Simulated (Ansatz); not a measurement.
Al₂N⁺. The state is a quintet with charge 1. Geometry PBE0-D4/def2-TZVP; atoms count from 1.

```xyz
3

Al    1.278    1.172   -0.433
Al   -1.279   -1.172    0.433
N     0.000    0.000    0.000
```

At PBE0-D4/def2-TZVP a broken-symmetry singlet of charge 1 lies 3.72 eV below the quintet, each at its own geometry. The structure comes from a short search, and lower isomers may exist.

Problem. Estimate the Mulliken populations from the PBE0/def2-TZVP orbitals of Ansatz.

Solution. 
```csv
atom,charge (e),spin (α − β)
Al1,0.58,1.48
Al2,0.58,1.48
N3,-0.15,1.05
```
Mulliken values and Mayer orders depend strongly on the basis.

Problem. Where does the spin sit?

Solution. Summed by element: Al 2.95, N 1.05, of 4 unpaired in all. Largest on single atoms: Al1 1.48, Al2 1.48, N3 1.05.

Problem. And the Mayer bond orders between bonded heavy atoms (over 0.3)?

Solution. Al1–N3 1.21 (1.79 Å); Al2–N3 1.21 (1.79 Å). Values over 0.3 also appear between atoms too far apart for a bond (Al1–Al2 0.52 at 3.58 Å); they arise where an orbital or an unpaired electron spreads over both atoms.
